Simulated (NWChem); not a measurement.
## Correlation energy of water (H2O)

```xyz
3

O      0.0000     0.0000     0.1226
H      0.7577     0.0000    -0.4905
H     -0.7577     0.0000    -0.4905
```
Charge 0, spin multiplicity 1.

Program: NWChem. All single points use one geometry, from PBE/def2-SVP, a minimum by its harmonic frequencies.

Basis set: cc-pVDZ. Each correlation energy counts from its own Hartree-Fock reference.

The correlated methods keep 1 core orbital frozen. Coupled-cluster values serve here as a point of comparison, not as the truth.

Question: For the correlation energy, MP2 gives -203.1 mHa and SCS-MP2 gives -199.6 mHa. What do CCSD, CCSD+T(CCSD) give?

Answer: CCSD: -212.7 mHa; CCSD+T(CCSD): -215.9 mHa.
